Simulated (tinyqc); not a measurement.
Inside a calculation. Method: RHF in the sto-3g basis, for H2O, spin multiplicity 1. One step of it, computed by the program tinyqc.

Question. Iteration 8 (converged): orbitals. Diagonalise F' = X^T F X, C = X C', fill 5 alpha and 5 beta electrons from the bottom; D = 2 C_occ C_occ^T. Each column has its largest component positive (the first on a tie).

converged F (hartree):
```
             1O 1s      1O 2s     1O 2px     1O 2py     1O 2pz      2H 1s      3H 1s
1O 1s   -20.218224  -5.162625   0.000000   0.000000  -0.030588  -1.372538  -1.372538
1O 2s    -5.162625  -2.462559   0.000000   0.000000  -0.146112  -1.128661  -1.128661
1O 2px    0.000000   0.000000  -0.391854   0.000000   0.000000   0.000000   0.000000
1O 2py    0.000000   0.000000   0.000000  -0.373922   0.000000  -0.421881   0.421881
1O 2pz   -0.030588  -0.146112   0.000000   0.000000  -0.381783  -0.363493  -0.363493
2H 1s    -1.372538  -1.128661   0.000000  -0.421881  -0.363493  -0.658658  -0.448421
3H 1s    -1.372538  -1.128661   0.000000   0.421881  -0.363493  -0.448421  -0.658658
```

X:
```
            1O 1s      1O 2s    1O 2px     1O 2py     1O 2pz      2H 1s      3H 1s
1O 1s    1.024459  -0.146861  0.000000   0.000000  -0.010831   0.023319   0.023319
1O 2s   -0.146861   1.303463  0.000000   0.000000   0.126705  -0.338670  -0.338670
1O 2px   0.000000   0.000000  1.000000   0.000000   0.000000   0.000000   0.000000
1O 2py   0.000000   0.000000  0.000000   1.145358   0.000000  -0.269129   0.269129
1O 2pz  -0.010831   0.126705  0.000000   0.000000   1.057025  -0.152896  -0.152896
2H 1s    0.023319  -0.338670  0.000000  -0.269129  -0.152896   1.257285  -0.099577
3H 1s    0.023319  -0.338670  0.000000   0.269129  -0.152896  -0.099577   1.257285
```

Give: F' = X^T F X; orbital energies; coefficients C; D after iteration 8.

Answer.

F' = X^T F X (hartree):
```
         1       2       3       4       5       6       7
1  -19.835  -2.697   0.000   0.000  -0.052  -0.239  -0.239
2   -2.697  -1.168   0.000   0.000   0.115  -0.579  -0.579
3    0.000   0.000  -0.392   0.000   0.000   0.000   0.000
4    0.000   0.000   0.000  -0.001   0.000  -0.525   0.525
5   -0.052   0.115   0.000   0.000  -0.231  -0.329  -0.329
6   -0.239  -0.579   0.000  -0.525  -0.329   0.049  -0.126
7   -0.239  -0.579   0.000   0.525  -0.329  -0.126   0.049
```

orbital energies (hartree): MO1 -20.227, MO2 -1.293, MO3 -0.660, MO4 -0.446, MO5 -0.392, MO6 0.656, MO7 0.834

coefficients C:
```
           MO1     MO2     MO3     MO4    MO5     MO6     MO7
1O 1s    0.994  -0.231   0.000   0.101  0.000  -0.143   0.000
1O 2s    0.028   0.814   0.000  -0.532  0.000   1.010   0.000
1O 2px   0.000   0.000   0.000   0.000  1.000   0.000   0.000
1O 2py   0.000   0.000   0.603   0.000  0.000   0.000   1.045
1O 2pz   0.005   0.143   0.000   0.809  0.000   0.711   0.000
2H 1s   -0.007   0.163   0.436   0.246  0.000  -0.850  -0.896
3H 1s   -0.007   0.163  -0.436   0.246  0.000  -0.850   0.896
```

D after iteration 8:
```
         1O 1s   1O 2s  1O 2px  1O 2py  1O 2pz   2H 1s   3H 1s
1O 1s    2.104  -0.429   0.000   0.000   0.107  -0.039  -0.039
1O 2s   -0.429   1.892   0.000   0.000  -0.627   0.003   0.003
1O 2px   0.000   0.000   2.000   0.000   0.000   0.000   0.000
1O 2py   0.000   0.000   0.000   0.728   0.000   0.526  -0.526
1O 2pz   0.107  -0.627   0.000   0.000   1.350   0.444   0.444
2H 1s   -0.039   0.003   0.000   0.526   0.444   0.554  -0.207
3H 1s   -0.039   0.003   0.000  -0.526   0.444  -0.207   0.554
```
